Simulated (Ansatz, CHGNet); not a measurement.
Elastic constant C12 (GPa) of 23 elemental metals, computed with the machine-learned potential CHGNet-r²SCAN (trained on r²SCAN data) and with PBE in Ansatz (PAW). The set holds measured phases with no doubt noted on the run or the magnetic state but for the caveats below. 5 more of the class have both values but aren't in it, for one of these reasons: built or high-temperature cells, doubts on the run or the magnetic state, unlike cells, values of zero, layered or molecular crystals. Solids without a value at one level (not run, failed, or a magnetic order lost), or held back for tests, aren't counted.

All rows, in order of the shift (worked out from unrounded values):

```csv
solid,CHGNet-r²SCAN,PBE,shift (%)
hcp Be,66.8,21.2,-68
hcp Cd,79.6,38.4,-52
hcp Os,443,220,-50
bcc K,5.85,3.42,-42
fcc Ir,366,229,-37
hcp Ti,126,82.7,-34
fcc Ni,210,157,-26
hcp Co,225,169,-25
fcc Sr,12.5,9.82,-22
fcc Ag,103,81.0,-22
hcp Zr,82.6,65.0,-21
hcp Sc,46.4,37.7,-18.7
fcc Cu,145,123,-15.2
α-phase Ga,30.7,26.3,-14.3
hcp Mg,26.4,24.2,-8.4
fcc Ca,16.2,14.9,-8.4
hcp Tl,22.7,24.4,+7.3
bcc Na,6.67,7.22,+8.2
fcc Al,56.9,64.6,+13.5
fcc Pb,29.7,35.7,+20
hcp Y,19.5,25.0,+29
white tin (β-Sn),42.6,55.7,+31
bcc Li,7.40,13.1,+77
```

The shift from CHGNet-r²SCAN to PBE has a median of -18.7 %, and eight in ten lie between -49 % and +27 %; PBE is the larger in 7 of 23. Each level is at its own cell, so the shift holds the change of volume too.

Ansatz's runs of these crystals have no spin polarisation, but for hcp Co, fcc Ni.

Density-functional runs with spin start from parallel moments for hcp Co, parallel moments for fcc Ni.

Spin–orbit coupling is left out, also for the solids with elements from indium on (hcp Os, white tin (β-Sn), hcp Tl, fcc Ir, fcc Pb); its size isn't shown.

Each level is taken at its own relaxed cell. Ansatz's density-functional and Hartree–Fock values are scalar-relativistic unless marked +SOC, with PAW data made under PBE.

Ansatz is a program for electronic structure.
